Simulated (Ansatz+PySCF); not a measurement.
Results of a calculation; reference values are marked as such.
## PySCF 2.14.0 run

```python
from pyscf import gto, scf, cc

mol = gto.M(atom="""
F 0.000000 0.000000 0.000000
F 0.000000 0.000000 1.560000
""", basis='sto-3g', charge=1, spin=1)
mf = scf.UHF(mol)
mf.kernel()
mycc = cc.CCSD(mf, frozen=2).run()
et = mycc.ccsd_t()
print(mf.e_tot, mycc.e_corr, et, mycc.e_tot + et)
```

The script is written out from the run's settings.

Output:

* Converged: yes
* Reference energy: -195.43081 hartree
* CCSD correlation energy: -0.19772 hartree
* Triples correction: -0.00281 hartree
* Total energy: -195.63133 hartree
* Spin squared of the determinant: 0.750

This is not the lowest solution: another run reaches a determinant 3.33 eV lower. Caution: large amplitudes, a single reference is doubtful; the charge can sit on one fragment and break the point group.
